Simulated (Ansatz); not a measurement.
## Worked example: the enthalpy of formation of CH2O2 (formic acid)

CH2O2: 5 atoms, total charge 0, spin state singlet. As SMILES, `O=CO`. The coordinates come from a PBE0-D4/def2-TZVP relaxation. This is one conformer, not always the lowest.

Total energies at r2SCAN0/cc-pVTZ (Ansatz 0.2.0); the atoms run unrestricted:

```
species    state  energy (Eh)
  CH2O2  singlet  -189.712157
      O  triplet   -75.052461
      C  triplet   -37.833269
      H  doublet    -0.499871
```

Harmonic wavenumbers at PBE0-D4/def2-TZVP, in cm⁻¹: 636, 693, 1063, 1150, 1317, 1404, 1854, 3064, 3765.

Measured heats of formation of the gaseous atoms at 298.15 K, in kJ/mol: O 249.2, C 716.9, H 218.0. Spin-orbit lowering of the atoms at 298 K (mean of the ground term's levels less their thermal mean, from spectra), in kJ/mol: O 0.40, C 0.02. Take 1 Eh = 2625.50 kJ/mol, 1 cm⁻¹ = 0.0119627 kJ/mol, RT = 2.479 kJ/mol.

Q: Work out the heat of formation of the gas at 298 K.

A: 
1. Electronic atomisation energy: 2 × (-75.052461) + (-37.833269) + 2 × (-0.499871) − (-189.712157) = 0.774224 Eh = 2032.7 kJ/mol.
2. Zero-point energy: half the sum of the wavenumbers, 7473 cm⁻¹ = 89.4 kJ/mol.
3. Thermal vibrational enthalpy, Σ hcν̃/(exp(hcν̃/kT) − 1): 0.9 kJ/mol. Translation, rotation and pV of a non-linear molecule: 4 RT = 9.9 kJ/mol.
4. The 5 free atoms carry 5/2 RT each: 31.0 kJ/mol.
5. Spin-orbit coupling lowers the free atoms by 2 × 0.40 + 0.02 = 0.8 kJ/mol.
6. Atomisation enthalpy at 298 K: 2032.7 − 0.8 − 89.4 − 0.9 − 9.9 + 31.0 = 1962.7 kJ/mol.
7. Sum of the atoms' heats of formation: 1651.3 kJ/mol. Heat of formation: 1651.3 − 1962.7 = -311.4 kJ/mol.

The tabulated value is -378.7 kJ/mol (CRC Handbook of Chemistry and Physics), so this level is off by +67.3 kJ/mol, or 3.3 % of the atomisation enthalpy that the table implies (2030.0 kJ/mol). Anharmonicity and any spin-orbit splitting of the molecule are left out.
